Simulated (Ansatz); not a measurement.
Species: SiH₂, charge 1, doublet. SiH2+ (parent SMILES [SiH2], doublet).
B3LYP-D3(BJ)/def2-TZVP minimum from Ansatz (a first-principles code):
```xyz
3

Si     0.0001     0.0938    -0.0051
H     -1.2867    -0.6544     0.0427
H      1.2849    -0.6587     0.0282
```
Charge +1, spin multiplicity 2.

Total energies in cc-pV(Q+d)Z, 5 correlated electrons, 5 frozen orbitals. Radicals and triplets start from unrestricted determinants; spin-orbit coupling is neglected. Correlated methods leave the cores frozen. No relativity.

```csv
method,program,energy (Eh),minus CCSDT(Q) (mEh)
HF,Ansatz,-289.74524,102.90
MP2,Ansatz,-289.82597,22.17
CCSD,Ansatz,-289.84532,2.82
CCSD(T),Ansatz,-289.84751,0.63
CCSDT(Q),Ansatz,-289.84814,0.00
```

Rough core times of Ansatz's runs on a shared machine: CCSD(T) under 20 s, CCSDT(Q) 9 min.
